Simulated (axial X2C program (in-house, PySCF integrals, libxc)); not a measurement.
**Density and ELF of BF⁻**

Calculated with an in-house all-electron X2C program for linear molecules (integrals from PySCF). Spin-free means the one-electron spin-free X2C Hamiltonian. Basis: F dyall-av3z [7s6p3d2f], B dyall-av3z [8s7p3d2f] (cores contracted in-house); Gaussian nuclei, density fitting, unrestricted open shells. Masses: F 18.998 u, B 11.009 u.

PBE0, scalar-relativistic, state M_S = 1/2, Λ = 1 (beyond evenly filled blocks: π+α); F at z = 0, B at z = 1.297 Å.

The maps cover the half plane through the axis: z from -2.4 to 3.6 Å along the bond, ρ from 0.15 to 2.25 Å away from it.

log10 of the density in e/bohr³:

```
 ρ\z  -2.4  -1.8  -1.2  -0.6   0.0   0.6   1.2   1.8   2.4   3.0   3.6
0.15  -4.5  -3.4  -2.1  -0.6   0.7  -0.4   0.4  -0.9  -1.5  -2.3  -3.1
0.45  -4.6  -3.5  -2.2  -0.9  -0.2  -0.7  -1.1  -1.1  -1.6  -2.4  -3.2
0.75  -4.7  -3.6  -2.5  -1.4  -0.9  -1.2  -1.3  -1.3  -1.8  -2.5  -3.3
1.05  -4.8  -3.9  -2.9  -2.0  -1.6  -1.7  -1.7  -1.7  -2.1  -2.7  -3.4
1.35  -4.8  -4.1  -3.3  -2.6  -2.3  -2.2  -2.0  -2.0  -2.4  -2.9  -3.5
1.65  -4.8  -4.3  -3.7  -3.1  -2.8  -2.6  -2.4  -2.4  -2.7  -3.1  -3.6
1.95  -4.7  -4.4  -4.0  -3.6  -3.2  -3.0  -2.7  -2.7  -3.0  -3.3  -3.7
2.25  -4.6  -4.4  -4.2  -3.8  -3.5  -3.2  -3.0  -3.0  -3.2  -3.5  -3.8
```

Electron localisation function (collinear form, no current term, damped to 0 at low density):

```
 ρ\z  -2.4  -1.8  -1.2  -0.6   0.0   0.6   1.2   1.8   2.4   3.0   3.6
0.15  0.00  0.02  0.32  0.85  0.21  0.84  0.99  0.60  0.99  0.92  0.23
0.45  0.00  0.01  0.27  0.80  0.85  0.73  0.03  0.95  0.99  0.90  0.18
0.75  0.00  0.01  0.17  0.65  0.77  0.45  0.49  0.98  0.98  0.83  0.11
1.05  0.00  0.00  0.08  0.37  0.47  0.20  0.64  0.97  0.95  0.67  0.06
1.35  0.00  0.00  0.02  0.12  0.14  0.10  0.62  0.93  0.87  0.42  0.03
1.65  0.00  0.00  0.00  0.02  0.03  0.07  0.54  0.81  0.66  0.18  0.01
1.95  0.00  0.00  0.00  0.00  0.01  0.07  0.38  0.55  0.34  0.07  0.01
2.25  0.00  0.00  0.00  0.00  0.01  0.06  0.21  0.27  0.14  0.04  0.01
```

Axial spin density in 10⁻³ e/bohr³:

```
 ρ\z  -2.4  -1.8  -1.2  -0.6   0.0   0.6  1.2   1.8   2.4   3.0  3.6
0.15   0.0   0.0   0.0  -0.1  19.8  -0.2  4.2  -2.1  -1.0  -0.2  0.0
0.45   0.0   0.0   0.0   0.3   4.8   0.1  8.1   1.6  -0.4  -0.1  0.0
0.75   0.0   0.0   0.0   0.1   0.3   0.5  5.4   2.7   0.3   0.0  0.0
1.05   0.0   0.0   0.0   0.0  -0.1   0.7  3.1   2.2   0.6   0.1  0.0
1.35   0.0   0.0   0.0   0.0   0.0   0.6  1.8   1.5   0.6   0.2  0.1
1.65   0.0   0.0   0.0   0.0   0.1   0.5  1.1   1.0   0.5   0.2  0.1
1.95   0.0   0.0   0.0   0.0   0.1   0.4  0.7   0.6   0.4   0.2  0.1
2.25   0.0   0.0   0.0   0.1   0.1   0.3  0.5   0.4   0.3   0.2  0.1
```

One determinant describes the state; a PBE0 search over occupations chose it and may have missed a lower one. The highest occupied level is positive at some bond lengths even in Hartree–Fock (under at least one Hamiltonian), so the basis set holds the extra electron there; where that holds at Re the anion is at best weakly bound and its constants depend on the basis. Other states lie close and PBE0, whose exact exchange favours high spin, may order them wrongly; the determinant shown need not be the ground state. The nearest other spin-free determinant of the search, M_S = 1/2, Λ = 0, lies 0.23 eV up at the distance of the search. The functionals have no current-density term, which raises determinants with orbital currents, atoms included.
